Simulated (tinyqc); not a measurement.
A ladder of methods, and size consistency: correlation methods against full CI in the sto-3g basis, for LiH, spin multiplicity 1. Computed by the program tinyqc with PySCF. 

Geometry (angstrom):

| atom | x | y | z |
|---|---|---|---|
| Li | 0.0000 | 0.0000 | 0.0000 |
| H | 0.0000 | 0.0000 | 1.4740 |

RHF energy of one = -7.863091 hartree

All electrons correlated; +Q is the Davidson correction (1 - c0^2) E_corr. The last columns treat two copies 100 angstrom apart as one system. FCI is the lowest singlet.

Correlation energies (hartree):

| method | E_corr of one | share of FCI (%) | E_corr of two at 100 angstrom | two minus twice one (mhartree) |
|---|---|---|---|---|
| MP2 | -0.012045 | 64.4569 | -0.024089 | 0.0000 |
| CISD | -0.018675 | 99.9376 | -0.036577 | 0.7726 |
| CISD+Q | -0.019085 | 102.1307 | -0.038037 | 0.1322 |
| CCSD | -0.018677 | 99.9513 | -0.037355 | -4.39e-05 |
| CCSD(T) | -0.018685 | 99.9906 | -0.037369 | -4.39e-05 |
| FCI | -0.018686 | 100.0000 | - | - |

MP2 recovers 64 %, CISD 99.9 % and CCSD 100.0 % of the FCI value (c0^2 = 0.978 in CISD). MP2 and coupled cluster are size consistent, so their last column vanishes; CISD loses 0.77 mhartree, since a double excitation on each copy is a quadruple of the pair, and the Davidson correction leaves +0.13.
